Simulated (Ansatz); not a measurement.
`FC1=CC1Cl` + CH₄ → `CC1C=C1F` + HCl at 700 K and 1 bar (formal exchange of groups at a C–Cl bond).

Program: Ansatz. Geometries: PBE0-D4/def2-TZVP. ΔE: electronic, gas phase. CBS: MP2 limit from def2 TZ/QZ plus the TZ coupled-cluster correction, frozen cores. This one scheme is used for every species.

```json
{"species": "`FC1=CC1Cl`", "CCSD(T)/CBS energy (Eh)": "-674.81563", "H − E (kJ/mol)": "160.8", "S (J/(mol·K))": "381.8"}
{"species": "CH₄", "CCSD(T)/CBS energy (Eh)": "-40.46206", "H − E (kJ/mol)": "145.9", "S (J/(mol·K))": "224.0"}
{"species": "`CC1C=C1F`", "CCSD(T)/CBS energy (Eh)": "-254.89818", "H − E (kJ/mol)": "267.6", "S (J/(mol·K))": "400.4"}
{"species": "HCl", "CCSD(T)/CBS energy (Eh)": "-460.38127", "H − E (kJ/mol)": "38.4", "S (J/(mol·K))": "211.8"}
```

H − E and S are ideal-gas, rigid-rotor, harmonic terms from PBE0-D4/def2-TZVP, for one conformer and one mirror image of each species. 1 Eh = 2625.50 kJ/mol, R = 8.31446 J/(mol·K).

Question: By hand: ΔE, ΔH, ΔS and ΔG.

Answer: ΔE = (-254.89818) + (-460.38127) − (-674.81563) − (-40.46206) = -0.00176 Eh = -4.6 kJ/mol. Δ(H − E) = 267.6 + 38.4 − 160.8 − 145.9 = -0.7, so ΔH = -5.3 kJ/mol. ΔS = 400.4 + 211.8 − 381.8 − 224.0 = 6.4 J/(mol·K). ΔG = -5.3 − 700 × (6.4)/1000 = -9.8 kJ/mol.

Question: By hand: the equilibrium constant, and the temperature at which ΔG would vanish if ΔH and ΔS stayed fixed.

Answer: log₁₀ K = −ΔG/(RT ln 10) = 0.7. ΔH and −TΔS have one sign here, so there is no such temperature.

TΔS isn't small against ΔH here. A doubt of 5 kJ/mol in ΔE shifts log₁₀ K by 0.4 here. Other conformers and mirror images would add mixing entropy, several J/(mol·K) or more a flexible species. These are equilibria of isolated gas molecules and say nothing of rates. Largest T1 diagnostic: 0.011 (customary marks: 0.02 for closed shells, 0.045 for open ones).

ΔS is within the doubt of such terms, so its sign, and with it that verdict, could turn.
